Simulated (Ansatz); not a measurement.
The pair A = H2O (SMILES O) (first 3 atoms), B = H2O (SMILES O); geometry from S22 set.
(charge 0, multiplicity 1):
```xyz
6

O     -1.5510    -0.1145     0.0000
H     -1.9343     0.7625     0.0000
H     -0.5997     0.0407     0.0000
O      1.3506     0.1115     0.0000
H      1.6804    -0.3737    -0.7586
H      1.6804    -0.3737     0.7586
```

Frozen-core correlation. MP2 and its Hartree–Fock in aug-cc-pVQZ are density fitted.

The values were computed with Ansatz (a program for electronic structure) with Gaussian orbitals. 

The counterpoise-corrected interaction energy is E(AB) − E(A in the pair's basis) − E(B in the pair's basis). Total energies (hartree):

| level | AB | A in the pair's basis | B in the pair's basis |
|---|---|---|---|
| HF/aug-cc-pVTZ | -152.1266175 | -76.0603891 | -76.0605732 |
| MP2/aug-cc-pVTZ | -152.6661688 | -76.3292801 | -76.3294186 |
| HF/aug-cc-pVQZ | -152.1373338 | -76.0657247 | -76.0659034 |
| MP2/aug-cc-pVQZ | -152.7117484 | -76.3519338 | -76.3520860 |
| CCSD(T)/aug-cc-pVTZ | -152.6929039 | -76.3426153 | -76.3427529 |

Task: Work out the counterpoise-corrected interaction energy at the basis-set limit: extrapolate the MP2 correlation part as X⁻³, take Hartree–Fock from the larger set, and add the CCSD(T) − MP2 difference of aug-cc-pVTZ.

Result: 
1. Differences (1 hartree = 627.509 kcal/mol): HF/aug-cc-pVTZ -3.549; MP2/aug-cc-pVTZ -4.688; HF/aug-cc-pVQZ -3.580; MP2/aug-cc-pVQZ -4.850; CCSD(T)/aug-cc-pVTZ -4.729.
2. Correlation parts, MP2 less HF: -1.139 in aug-cc-pVTZ (X = 3), -1.269 in aug-cc-pVQZ (X = 4).
3. Limit (4³·(-1.269) − 3³·(-1.139))/(4³ − 3³) = -1.365; with HF/aug-cc-pVQZ it gives -4.945.
4. CCSD(T) less MP2 in aug-cc-pVTZ: -0.041.
Result: -4.99 kcal/mol, against -4.69 at MP2/aug-cc-pVTZ. It is an estimate of this method's limit, not of the exact value.
